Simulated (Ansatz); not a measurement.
2H MoTe2 was calculated with LDA in Ansatz (plane waves, PAW).

Numerical settings: plane-wave cutoff 520 eV, 12×12×4 k mesh (along the axes of the cell as run), no spin polarisation, scalar-relativistic PAW data made under PBE.

Computed at the level's own relaxed cell.

```
CELL_PARAMETERS angstrom
      3.47275     0.00000     0.00000
     -1.73637     3.00749     0.00000
      0.00000     0.00000    13.77229
ATOMIC_POSITIONS crystal
  Te 0.66667 0.33333 0.38042
  Te 0.33333 0.66667 0.88042
  Te 0.33333 0.66667 0.61958
  Te 0.66667 0.33333 0.11958
  Mo 0.66667 0.33333 0.75000
  Mo 0.33333 0.66667 0.25000
```

Q: Give the elastic tensor (Voigt notation, GPa, ions relaxed, in the Cartesian axes of the cell as printed).

A: 
```
  140.3    33.5    14.3     0.0     0.0     0.0
   33.5   140.3    14.3     0.0     0.0     0.0
   14.3    14.3    51.9     0.0     0.0     0.0
    0.0     0.0     0.0    26.0     0.0     0.0
    0.0     0.0     0.0     0.0    26.0     0.0
    0.0     0.0     0.0     0.0     0.0    53.4
```

The computed numbers hold no vibrational or temperature effects.

Ansatz is a first-principles code.
